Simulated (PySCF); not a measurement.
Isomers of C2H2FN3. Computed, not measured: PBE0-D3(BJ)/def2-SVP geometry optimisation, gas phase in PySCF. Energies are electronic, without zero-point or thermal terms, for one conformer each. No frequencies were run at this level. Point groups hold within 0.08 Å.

Problem. Rank from lowest to highest electronic energy at this level (kcal/mol).
A. `c1([nH]nnc1)F`
B. `Fc1nc[nH]n1`

Solution. B (0.0), A (25.7).

```csv
SMILES,E (Eh),E rel (kcal/mol),dipole (D),point group,"A, B, C (MHz)"
Fc1nc[nH]n1,-340.88095,0.0,4.32,Cs,"9945, 3886, 2794"
Fc1cnn[nH]1,-340.84001,25.7,3.39,Cs,"9975, 3676, 2686"
```

Problem. How do the relative energies change in single points at PBE0/pcSseg-1 (no added dispersion term) on the same geometries?

Solution. 
```json
{"SMILES": "Fc1nc[nH]n1", "PBE0-D3(BJ)/def2-SVP (kcal/mol)": "0.0", "PBE0/pcSseg-1 (kcal/mol)": "0.0", "shift": "0.0"}
{"SMILES": "Fc1cnn[nH]1", "PBE0-D3(BJ)/def2-SVP (kcal/mol)": "25.7", "PBE0/pcSseg-1 (kcal/mol)": "25.6", "shift": "-0.1"}
```

Each column counts from its own lowest isomer. The order is unchanged; the largest shift is 0.1 kcal/mol.
